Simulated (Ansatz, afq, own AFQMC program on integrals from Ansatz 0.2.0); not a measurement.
ZrS, triplet in def2-SVP, levels against CCSDT(Q)

```xyz
2

Zr    0.0000    0.0000    0.0000
S     0.0000    0.0000    1.7540
```

Basis def2-SVP with its core potentials. Noble-gas cores (and the filled d shells of Ga–Kr and In–Xe) are frozen. Ansatz 0.2.0 and our own AFQMC program on the same integrals; the CISD trial comes from CCSD amplitudes, and released means the phaseless constraint is let go. Uncertainties: one standard error, sampling alone. No spin–orbit coupling. The metal's outer-core s and p shells are frozen, which shifts wave-function levels against functionals.

Determinant: UHF, the one that the program's search chose, which needn't be the lowest solution. The geometry is a point of a scan.

No full CI on the walks' own integrals is used here; CCSDT(Q) serves as the reference and is uncertain by about the last step of the cluster series.

Cautions: no spin-orbit coupling; outer-core shells of the metal frozen; lower spins were not checked; higher spins were not checked.

```
T1 diagnostic                               : 0.0242
weight of the determinant in the CISD state : 0.888
⟨S²⟩ of the determinant                     : 2.019
size of the correlated space                : 10 electrons in 40 orbitals
```

| level | correlation energy (eV) |
| --- | --- |
| MP2 | -5.3487 |
| CCSD | -5.5746 |
| CCSD(T) | -5.8403 |

Estimate where AFQMC with the constraint released lies against CCSD(T) on the same integrals.

3.5 ± 2.9 kJ/mol above CCSD(T). The gap is under twice the noise, so this walk alone can't tell the two apart.

Reference: CCSDT(Q), correlation energy -5.864 eV. The released energy is read at 4.20 1/Eh (meV from the phaseless value at times in 1/Eh: 1 ± 20 at 0.60, -15 ± 15 at 1.20, 22 ± 17 at 2.00, 16 ± 23 at 3.00, 65 ± 30 at 4.20).

| level | E − E(reference) (kJ/mol) | share of correlation (%) |
| --- | --- | --- |
| CCSD(T) | 2.3 | 99.60 |
| CCSDT | 1.2 | 99.79 |
| ph-AFQMC/CISD | -0.5 ± 2.7 | 100.09 |
| released AFQMC | 5.7 ± 2.9 | 98.99 |

A walk keeps the symmetry of its determinant, which the program's search chose and which needn't be the lowest solution, so a lower state of the same spin and another symmetry isn't excluded. Released energies are given only where the last usable release times agree within the noise; a slower fall can still hide under it.
